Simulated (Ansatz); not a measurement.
# AlPN+ (quintet): from Hartree-Fock to the top rungs, cc-pVDZ

Aim: climb from Hartree-Fock through coupled cluster for AlPN+ (quintet) at one geometry and basis, and see what each rung misses.

The runs use Ansatz 0.2.0, Gaussian basis; cc-pVDZ, core rule «outside noble gas», up to 11 orbitals frozen.

Plan: UHF; CCSD(T) on ROHF; CCSD(T) on UHF; BCCD(T) on ROHF; CISD; CCSDT(Q) on ROHF; CCSDT(Q) on UHF.

43 further runs of the same task are left out: 17 for a known fault of the program, 10 that didn't finish, 16 set aside as unsound or not needed.

**1. What is computed**

The geometry is a PBE0/def2-TZVP stationary point (not a proven minimum) of the parent state, kept for this charge and spin.

3 atoms, charge 1, spin multiplicity 5.

Atoms are counted from 1 here; the program's logs count them from 0.

Bond lengths: Al1–P2 2.360 Å, Al1–N3 1.763 Å, P2–N3 1.687 Å. Angles: P2–Al1–N3 45.5°, Al1–P2–N3 48.2°, Al1–N3–P2 86.3°.

Geometry (Å):

```xyz
3

Al    0.00000    0.25345    1.25432
P     0.00000    0.23716   -1.10541
N     0.00000   -1.01266    0.02820
```

**2. UHF**

Contents of in.yaml:

```yaml
crystal:
  periodic: [false, false, false]
  atoms:
    - {symbol: Al, position_ang: [0.000000, 0.253448, 1.254324]}
    - {symbol: P, position_ang: [0.000000, 0.237157, -1.105408]}
    - {symbol: N, position_ang: [0.000000, -1.012664, 0.028204]}
basis:
  gaussian: {orbitals: cc-pVDZ}
total_charge: 1
magnetization: {spin_polarized: true, initial_magnetization: 4}
hamiltonian: {xc: hf}
output: {orbitals: {seedname: orbitals}}
```

The run is started by

```console
> ansatz run in.yaml --threads 1 --pin off --events-out ev --progress --plain --max-ram 2393MiB
```

Further steps of the session: CCSD(T) on ROHF; CCSD(T) on UHF; BCCD(T) on ROHF; CISD; CCSDT(Q) on ROHF; CCSDT(Q) on UHF.

Before running them: what should the planned runs give, taken together? Wanted: UCCSDT(Q) below the RHF energy; RMP2 from UCCSDT(Q); UMP2 from UCCSDT(Q); RCCSD from UCCSDT(Q); RCCSD(T) from UCCSDT(Q); UCCSD(T) from UCCSDT(Q); RCCSDT(Q) from UCCSDT(Q); T1 diagnostic.

As calculated:

| quantity | value |
| --- | --- |
| UCCSDT(Q) below the RHF energy | -7.7731 eV |
| RMP2 from UCCSDT(Q) | +1158.1 meV |
| UMP2 from UCCSDT(Q) | +1173.0 meV |
| RCCSD from UCCSDT(Q) | +428.8 meV |
| RCCSD(T) from UCCSDT(Q) | +75.6 meV |
| UCCSD(T) from UCCSDT(Q) | +76.7 meV |
| RCCSDT(Q) from UCCSDT(Q) | +4.4 meV |
| levels within 1 kcal/mol (43 meV) | RCCSDT, UCCSDT, RCCSDT(Q) |
| T1 diagnostic | 0.055 |

What this shows: RCCSD(T) misses by +75.6 meV, 1.0 % of the correlation energy. Coupled cluster took another determinant than the lowest Hartree-Fock one. These misses are within one basis, not against nature; the frozen cores of restricted and unrestricted runs differ, which can shift their rows.
